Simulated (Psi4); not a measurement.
# PH (SMILES [PH]), step by step

Aim: a structure relaxation (UBLYP/6-31G), then the harmonic vibrations, then a single-point energy (UCCSD(T)/cc-pVTZ), then the excited states (TDA-BLYP/6-31G) of PH. 

The results are computed with Psi4 1.11.

## 1. The structure to begin with

PH has 2 atoms, charge 0, and is taken as a triplet. As SMILES, `[PH]`. The shape is that of a PBE0-D4/def2-TZVP optimisation. The run starts from this shape.

Bond lengths: P1–H2 1.428 Å.

## 2. A structure relaxation at UBLYP/6-31G (density fitting) (run 1)

job.py reads:

```python
import psi4

psi4.set_memory(1600000000)
psi4.set_num_threads(1)
psi4.set_output_file('hp.out', False)

m = psi4.geometry("""
0 3
P
H 1 1.42829
""")

options = {'basis': '6-31G', 'reference': 'uks', 'geom_maxiter': 60}
psi4.set_options(options)

E, wfn = psi4.optimize('blyp', return_wfn=True)
print('E =', round(E, 9))
print(m.to_string(dtype='xyz', units='Angstrom'))
```

Launch:

```
python job.py
```

hp.out, cut to the lines that bear on the results:

```text
[...]
  Running in c2v symmetry.
[...]
  Nuclear repulsion =    5.557455530774563
[...]
  Multiplicity = 3
[...]
  Nalpha       = 9
  Nbeta        = 7
[...]
    Number of basis functions: 15
[...]
   @DF-UKS iter   1:  -341.81771426320682   -2.55686e-01   1.53559e-02 ADIIS/DIIS
[...]
   @DF-UKS iter   7:  -341.84033999224550    2.84217e-13   6.95243e-10 DIIS
[...]
   @S^2 Observed:                2.002537617E+00
[...]
    Orbital Energies [Eh]
    ---------------------
    Alpha Occupied:
       1A1   -76.399108     2A1    -6.335151     1B1    -4.562002
       1B2    -4.562002     3A1    -4.557231     4A1    -0.558128
       5A1    -0.300726     2B2    -0.213870     2B1    -0.213870
    Alpha Virtual:
       6A1     0.017937     7A1     0.204108     8A1     0.265153
       3B2     0.265724     3B1     0.265724     9A1     0.816678
    Beta Occupied:
       1A1   -76.392003     2A1    -6.327978     3A1    -4.552599
[...]
  @DF-UKS Final Energy:  -341.84033999224550
   => Energetics <=
    Nuclear Repulsion Energy =              5.3448445801540512
    One-Electron Energy =                -482.7264484988226059
    Two-Electron Energy =                 159.0761235058086527
    DFT Exchange-Correlation Energy =     -23.5348595793856532
    Empirical Dispersion Energy =           0.0000000000000000
    VV10 Nonlocal Energy =                  0.0000000000000000
    Total Energy =                       -341.8403399922455037
  UHF NO Occupations:
  HONO-2 :    5 A1 1.9988345
  HONO-1 :    2 B2 1.0000000
[...]
 Multipole Moments:
 ------------------------------------------------------------------------------------
     Multipole            Electronic (a.u.)      Nuclear  (a.u.)        Total (a.u.)
 ------------------------------------------------------------------------------------
 L = 1.  Multiply by 2.5417464519 to convert [e a0] to [Debye]
 Dipole X            :          0.0000000            0.0000000            0.0000000
 Dipole Y            :          0.0000000            0.0000000            0.0000000
 Dipole Z            :         -1.1065617            1.3914269            0.2848652
 Magnitude           :                                                    0.2848652
[...]
  -Total Gradient:
     Atom            X                  Y                   Z
    ------   -----------------  -----------------  -----------------
       1       -0.000000000000    -0.000000000000     0.000200125980
       2        0.000000000000     0.000000000000    -0.000200603040
[...]
    Final optimized geometry and variables:
    Molecular point group: c2v
    Full point group: C_inf_v
    Geometry (in Angstrom), charge = 0, multiplicity = 3:
    P
    H             1    1.485106
[set-up sections that repeat, and orbital energies of the middle runs, are left out above]
```

On the terminal:

```text
Optimizer: Optimization complete!
E = -341.840339992
2
0 3 HP
P                     0.000000000000     0.000000000000    -0.046799632287
H                     0.000000000000     0.000000000000     1.438305882197
```

It took 4.5 s on 1 thread of AMD EPYC 7B13 (Zen 3), shared host; peak memory 0.23 GiB.

The path in brief:

```csv
step,energy from the first frame kept (eV),largest force (eV/Å)
0,0.0000,1.0543
1,-0.0287,0.0796
2,-0.0289,0.0103
```

After the run. Bond lengths: P1–H2 1.485 Å.

## 3. Vibrational wavenumbers at UBLYP/6-31G (density fitting) (run 2)

hp.dat reads:

```
memory 1600 MB

molecule mol {
  0 3
  P      0.000000     0.000000    -0.016400
  H      0.000000     0.000000     1.468705
  symmetry c1
}

set {
  basis                      6-31G
  reference                  uks
  t                          298.15
  rotational_symmetry_number 1
}

E, wfn = frequency("blyp", return_wfn=True)
print_variables()
```

Launch:

```
psi4 -i hp.dat -o hp.out -n 1
```

hp.out, cut to the lines that bear on the results:

```text
[...]
  Running in c1 symmetry.
[...]
  Nuclear repulsion =    5.344846431767452
[...]
  Multiplicity = 3
[...]
  Nalpha       = 9
  Nbeta        = 7
[...]
    Number of basis functions: 15
[...]
   @DF-UKS iter   1:  -341.81931732948146   -2.73050e-01   1.00840e-02 DIIS/ADIIS
[...]
   @DF-UKS iter   9:  -341.84033685632852   -2.27374e-13   5.60458e-10 DIIS
[...]
   @S^2 Observed:                2.002519819E+00
[...]
  @DF-UKS Final Energy:  -341.84033685632852
   => Energetics <=
    Nuclear Repulsion Energy =              5.3545023492743233
    One-Electron Energy =                -482.7458429417171146
    Two-Electron Energy =                 159.0864950480507787
    DFT Exchange-Correlation Energy =     -23.5354913119364966
    Empirical Dispersion Energy =           0.0000000000000000
    VV10 Nonlocal Energy =                  0.0000000000000000
    Total Energy =                       -341.8403368563285198
  UHF NO Occupations:
  HONO-2 :    7  A 1.9988436
  HONO-1 :    8  A 1.0000000
[...]
 Multipole Moments:
 ------------------------------------------------------------------------------------
     Multipole            Electronic (a.u.)      Nuclear  (a.u.)        Total (a.u.)
 ------------------------------------------------------------------------------------
 L = 1.  Multiply by 2.5417464519 to convert [e a0] to [Debye]
 Dipole X            :         -0.0000000            0.0000000           -0.0000000
 Dipole Y            :          0.0000000            0.0000000            0.0000000
 Dipole Z            :         -1.1017286            1.3889172            0.2871886
 Magnitude           :                                                    0.2871886
[...]
  -Total Gradient:
     Atom            X                  Y                   Z
    ------   -----------------  -----------------  -----------------
       1        0.000000000001    -0.000000000000     0.001038353982
       2       -0.000000000000    -0.000000000000    -0.001038797009
[...]
  ==> Harmonic Vibrational Analysis <==
[...]
  Freq [cm^-1]                2110.3464
[...]
  IR activ [km/mol]            210.2684
[...]
  Total E_0, Enthalpy at 0 [K]                                                         -341.83553227 [Eh]
[...]
  Total H, Enthalpy at  298.15 [K]                                                     -341.83222726 [Eh]
[...]
  Total G, Gibbs energy at  298.15 [K]                                                 -341.85455877 [Eh]
[...]
```

Run time: 9.9 s. Hardware: 1 thread of AMD EPYC 7B13 (Zen 3), shared host; peak memory 0.22 GiB.

## 4. The energy at UCCSD(T)/cc-pVTZ (run 3)

hp.xyz reads:

```xyz
2
HP
P      0.000000     0.000000    -0.016400
H      0.000000     0.000000     1.468705
```

job.py reads:

```python
import psi4

psi4.set_memory('1600 MB')
psi4.set_num_threads(1)
psi4.set_output_file('hp.out', False)

with open('hp.xyz') as f:
    atoms = ''.join(f.readlines()[2:])
m = psi4.geometry('0 3\n' + atoms + '')

psi4.set_options(dict(basis='cc-pVTZ', reference='uhf', scf_type='pk', freeze_core='true'))

energy_value, wavefunction = psi4.energy('ccsd(t)', return_wfn=True)
print(f'total energy {energy_value:.8f} hartree = {energy_value * 27.211386:.5f} eV')
```

Launch:

```
python job.py
```

hp.out, cut to the lines that bear on the results:

```text
[...]
  Running in c2v symmetry.
[...]
  Nuclear repulsion =    5.344846431767452
[...]
  Multiplicity = 3
[...]
  Nalpha       = 9
  Nbeta        = 7
[...]
    Number of basis functions: 48
[...]
   @UHF iter   1:  -341.27967823183576   -6.26543e-01   4.89225e-03 ADIIS/DIIS
[...]
   @UHF iter  12:  -341.29595808104000   -1.53477e-12   7.62980e-09 DIIS
[...]
   @S^2 Observed:                2.026655671E+00
[...]
  @UHF Final Energy:  -341.29595808104000
   => Energetics <=
    Nuclear Repulsion Energy =              5.3448464317674516
    One-Electron Energy =                -482.7386395833948995
    Two-Electron Energy =                 136.0978350705874789
    Total Energy =                       -341.2959580810399984
  UHF NO Occupations:
  HONO-2 :    5 A1 1.9874848
  HONO-1 :    2 B2 1.0000000
  HONO-0 :    2 B1 1.0000000
  LUNO+0 :    6 A1 0.0125152
  LUNO+1 :    7 A1 0.0008837
[...]
 Multipole Moments:
 ------------------------------------------------------------------------------------
     Multipole            Electronic (a.u.)      Nuclear  (a.u.)        Total (a.u.)
 ------------------------------------------------------------------------------------
 L = 1.  Multiply by 2.5417464519 to convert [e a0] to [Debye]
 Dipole X            :          0.0000000            0.0000000            0.0000000
 Dipole Y            :          0.0000000            0.0000000            0.0000000
 Dipole Z            :         -1.2149548            1.3914264            0.1764716
 Magnitude           :                                                    0.1764716
[...]
      * MP2 total energy                      = -341.402534249696316
[...]
      * CCSD total energy                     = -341.426805713521844
[...]
      * CCSD(T) total energy                     = -341.431386927157234
```

Standard output:

```text
total energy -341.43138693 hartree = -9290.82126 eV
```

It took 4.5 s on 1 thread of AMD EPYC 7B13 (Zen 3), shared host; peak memory 0.39 GiB.

[end of part 1 of 2]
